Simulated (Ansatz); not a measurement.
System (SMILES): C=O (CH2-O).
Atoms: O1, C2, H3, H4. Bonds: O1-C2, C2-H3, C2-H4.

Basis-set convergence of the optimised O1-C2 bond length at B3LYP with Ansatz (a quantum-chemistry and plane-wave program). Cartesian d functions, on some or all atoms, in 6-31G*, 6-31+G*; all else is spherical. The program fits the integrals of some runs and decomposes those of others, by size. No added dispersion term, no relativity. Reference: the value in def2-QZVPPD, 1.1984 Å, itself unsure by roughly 0.0002 Å (its mean distance from pcseg-3, def2-QZVPP, cc-pVQZ). Deviations are taken from unrounded values.

```
basis        functions  optimised O1-C2 bond length (Å)
-----------  ---------  -------------------------------
6-31G*              34                           1.2065
6-31+G*             42                           1.2093
cc-pVDZ             38                           1.2040
aug-cc-pVDZ         64                           1.2073
def2-SVP            38                           1.1997
def2-SVPD           59                           1.2027
pcseg-1             38                           1.2042
aug-pcseg-1         64                           1.2052
6-311G**            48                           1.1999
6-311+G**           56                           1.2017
def2-TZVP           74                           1.1989
def2-TZVPD          95                           1.1994
cc-pVTZ             88                           1.1990
aug-cc-pVTZ        138                           1.2002
pcseg-2             88                           1.1991
aug-pcseg-2        138                           1.1993
def2-TZVPP          90                           1.1989
def2-TZVPPD        111                           1.1994
def2-QZVPP         174                           1.1982
def2-QZVPPD        195                           1.1984
```

What the diffuse functions change, pair by pair:
- 6-31G* to 6-31+G*: 8 more functions, deviation 0.0081 to 0.0109 Å
- cc-pVDZ to aug-cc-pVDZ: 26 more functions, deviation 0.0056 to 0.0090 Å
- def2-SVP to def2-SVPD: 21 more functions, deviation 0.0013 to 0.0044 Å
- pcseg-1 to aug-pcseg-1: 26 more functions, deviation 0.0058 to 0.0068 Å
- 6-311G** to 6-311+G**: 8 more functions, deviation 0.0016 to 0.0034 Å
- def2-TZVP to def2-TZVPD: 21 more functions, deviation 0.0005 to 0.0010 Å
- cc-pVTZ to aug-cc-pVTZ: 50 more functions, deviation 0.0007 to 0.0019 Å
- pcseg-2 to aug-pcseg-2: 50 more functions, deviation 0.0007 to 0.0009 Å
- def2-TZVPP to def2-TZVPPD: 21 more functions, deviation 0.0006 to 0.0010 Å
- def2-QZVPP to def2-QZVPPD: 21 more functions, deviation -0.0001 to 0.0000 Å

Leaving out the reference's own pair, they bring the value nearer the reference by more than 0.0002 Å in 0 of 9 pairs.
